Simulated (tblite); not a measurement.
Coumarin, C9H6O2.
InChI=1S/C9H6O2/c10-9-6-5-7-3-1-2-4-8(7)11-9/h1-6H

Level: GFN2-xTB in tblite, geometry and Hessian alike; calculated harmonic values, unscaled, isolated species. Against measured fundamentals such values can be off by several per cent, at times by over 20.

Harmonic wavenumbers (cm⁻¹): 94.2, 147.2, 248.8, 297.7, 336.8, 429.8, 432.8, 464.1, 511.1, 512.9, 588.8, 648.2, 719.7, 719.9, 776.0, 787.1, 840.7, 872.7, 879.6, 914.2, 920.5, 928.3, 930.6, 1074.0, 1082.4, 1127.7, 1160.7, 1174.1, 1226.0, 1240.0, 1245.8, 1348.8, 1353.8, 1430.7, 1465.6, 1552.3, 1594.8, 1623.5, 1745.3, 3070.5, 3085.1, 3092.6, 3102.1, 3114.9, 3116.6.

A = 2862, B = 894.1, C = 681.3 MHz; mass 146.037 u (most abundant isotopes); point group Cs, symmetry number 1.

Problem. Zero-point energy?

Solution. ½Σν̃ = 27014 cm⁻¹ = 77.24 kcal/mol.

Problem. Entropy at 500 K, 1 bar (ideal gas, RRHO, classical rotation)?

Solution. Translation 43.44, rotation 31.14, vibration 36.28: S = 110.9 cal/(mol K).

Problem. And Cp and H(500 K) − H(0)?

Solution. Cp = 53.66 cal/(mol K), of which vibrations give 45.71 (their classical limit is 45 R = 89.4); H(500 K) − H(0) = 14.64 kcal/mol without the zero-point energy, 10.66 from vibrations.

Problem. What must be added to the electronic energy to get the Gibbs energy at 500 K and 1 bar?

Solution. ZPE + [H(500 K) − H(0)] − T·S = 77.24 + 14.64 − 55.43 = 36.45 kcal/mol.

Problem. Which modes carry the vibrational entropy at 500 K?

Solution. 94.2 cm⁻¹: 4.59; 147.2 cm⁻¹: 3.71; 248.8 cm⁻¹: 2.69; 297.7 cm⁻¹: 2.35; 336.8 cm⁻¹: 2.13; 429.8 cm⁻¹: 1.69 cal/(mol K); the other 39 give 19.12 together.

Problem. How do the functions run with temperature in this model?

Solution. 
```csv
T (K),S (cal/(mol K)),Cp (cal/(mol K)),H − H(0) (kcal/mol),G − H(0) (kcal/mol),ln q(vib)
150,71.0,17.9,1.77,-8.88,1.06
250,82.7,28.9,4.10,-16.56,2.58
298.15,88.2,34.4,5.63,-20.68,3.43
400,99.8,45.1,9.68,-30.26,5.42
600,121.3,60.5,20.36,-52.41,9.69
900,148.6,73.8,40.70,-93.03,16.13
```

q(vib) and H(0) count from the zero-point level.

Hindered rotation and anharmonicity are outside this model.

Hardware: 2 threads, Intel Xeon Platinum 8488C (x86_64), no GPU, shared host. Cost: 0.66 s wall, 1.3 s CPU. This covers the Hessian and the dipole derivatives.
